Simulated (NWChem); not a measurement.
Species: N2 cation, doublet

```xyz
2

N      0.0000     0.0000    -0.5585
N      0.0000     0.0000     0.5585
```
Atoms are numbered in this order, from 1.

Program: NWChem. Spin-unrestricted. The geometry was optimised at B3LYP/6-31G* (spherical d), spin-unrestricted. No stability test was run on the SCF state. Fermi-contact couplings, non-relativistic, static geometry.

Q: Predict the results for CAM-B3LYP/IGLO-II. Quantities: A(iso) 14N atom 2 (MHz); <S²>.

A: 
```
Property                 Result
-----------------------  ------
A(iso) 14N atom 2 (MHz)    79.9
<S²>                      0.754
```
